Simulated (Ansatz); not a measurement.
Input file:

```yaml
crystal:
  periodic: [false, false, false]
  atoms:
    - {symbol: As, position_ang: [0.000054, -0.000013, -0.016190]}
    - {symbol: H, position_ang: [1.436166, 0.013750, 0.405932]}
    - {symbol: H, position_ang: [-0.731713, 1.238539, 0.397694]}
    - {symbol: H, position_ang: [-0.708471, -1.251307, 0.399802]}
basis:
  gaussian: {orbitals: cc-pVTZ}
total_charge: 1
magnetization: {spin_polarized: false, initial_magnetization: 3}
correlation: {method: ccsd_t, electrons: outside_noble_gas}
output: {forces: true}
```

```sh
$ ansatz run in.yaml --threads 1 --pin off --events-out ev --progress --plain --max-ram 2393MiB
```

The program prints:

```
505 factors; integrals over basis functions are off by at most 9.3e-4 eV
mean field evaluation 1: about -60824.8143 eV, gradient 1.0e1 eV
mean field evaluation 2: about -60824.8238 eV, gradient 1.0e1 eV
mean field evaluation 4: about -60826.1372 eV, gradient 2.4e0 eV
mean field evaluation 8: about -60826.4548 eV, gradient 3.8e-1 eV
mean field evaluation 16: about -60826.4626 eV, gradient 1.7e-6 eV
mean field evaluation 32: about -60826.2034 eV, gradient 7.2e-3 eV
mean field evaluation 64: about -60825.4994 eV, gradient 8.2e0 eV
mean field evaluation 96: about -60825.2368 eV, gradient 7.7e0 eV
mean field evaluation 128: about -60825.2535 eV, gradient 9.9e-2 eV
mean field evaluation 160: about -60826.2034 eV, gradient 2.1e-2 eV
mean field evaluation 192: about -60825.0584 eV, gradient 1.2e-2 eV
mean field evaluation 224: about -60826.2037 eV, gradient 4.4e-2 eV
mean field evaluation 256: about -60825.2528 eV, gradient 7.3e-2 eV
mean field evaluation 288: about -60826.4624 eV, gradient 5.9e-2 eV
mean field evaluation 320: about -60825.0582 eV, gradient 8.9e-2 eV
mean field evaluation 352: about -60826.2186 eV, gradient 1.9e0 eV
mean field evaluation 384: about -60826.2034 eV, gradient 2.6e-3 eV
mean field evaluation 416: about -60824.5254 eV, gradient 9.0e-2 eV
mean field -60826.46259829 eV, -2235.3312708298 hartree, gradient 1.0e-6 eV, S^2 3.750000; 17 other end points of the search recorded, 0 dependent functions left out
mean field evaluation 448: about -60826.3597 eV, gradient 2.2e0 eV
mean field evaluation 480: about -60826.5785 eV, gradient 1.3e-4 eV
determinant -60826.46259829 eV, -2235.3312708298 hartree, with singles and doubles -60830.20883161 eV, -2235.4689423653 hartree
determinant -60826.20344976 eV, -2235.3217472971 hartree, with singles and doubles -60830.20762742 eV, -2235.4688981122 hartree
determinant -60825.25357975 eV, -2235.2868402181 hartree, with singles and doubles -60829.57992310 eV, -2235.4458304038 hartree
determinant -60825.05839891 eV, -2235.2796674547 hartree, with singles and doubles -60829.15198693 eV, -2235.4301040394 hartree
determinant -60824.88781219 eV, -2235.2733985082 hartree, with singles and doubles -60829.15081110 eV, -2235.4300608287 hartree
determinant -60824.53346297 eV, -2235.2603764145 hartree, with singles and doubles -60828.75121970 eV, -2235.4153761155 hartree
determinant -60826.46259829 eV, -2235.3312708298 hartree, with singles and doubles -60830.16535732 eV, -2235.4673447143 hartree
determinant -60826.20344976 eV, -2235.3217472971 hartree, with singles and doubles -60830.13500331 eV, -2235.4662292253 hartree
14 core orbitals not correlated: weight in the atoms' cores, before any rotation towards them, 1.000 or more for the frozen orbitals, at most 0.000 for the correlated occupied ones
reference -60826.46259829 eV, -2235.3312708298 hartree; 5, 2 occupied and 66, 69 virtual orbitals, 505 factors
second order -2.96129779 eV of doubles, -0.06194238 eV of singles
cycle   1  -3.70276021 eV  change   -1.2e-6 eV  update   2.5e-6
cycle   2  -3.70276158 eV  change   -1.4e-6 eV  update   1.7e-6
cycle   3  -3.70276199 eV  change   -4.1e-7 eV  update   8.8e-7
cycle   4  -3.70276224 eV  change   -2.4e-7 eV  update   6.4e-7
cycle   5  -3.70276224 eV  change   -3.1e-9 eV  update   4.1e-7
perturbative correction -0.14730002 eV, -0.0054131759 hartree
the calculation of the forces begins
Total energy: -60830.31266055 eV, -2235.4727580082 hartree
Atom 0 at     0.000054    -0.000013    -0.016190 Å, force    -7.588244    -0.072048    -1.434167 eV/Å
Atom 1 at     1.436166     0.013750     0.405932 Å, force     9.832591     0.093454     1.971980 eV/Å
Atom 2 at    -0.731713     1.238539     0.397694 Å, force    -1.138012     1.686059    -0.270343 eV/Å
Atom 3 at    -0.708471    -1.251307     0.399802 Å, force    -1.106335    -1.707464    -0.267470 eV/Å
Dipole moment:     0.005237     0.000098     0.057975 e Å
```

Forces (eV/Å):
```
As  -7.588 -0.072 -1.434
H    9.833  0.093  1.972
H   -1.138  1.686 -0.270
H   -1.106 -1.707 -0.267
```

Ran on 1 thread of Arm Neoverse V1, shared host: 27 s wall, 0.41 GiB peak host memory.
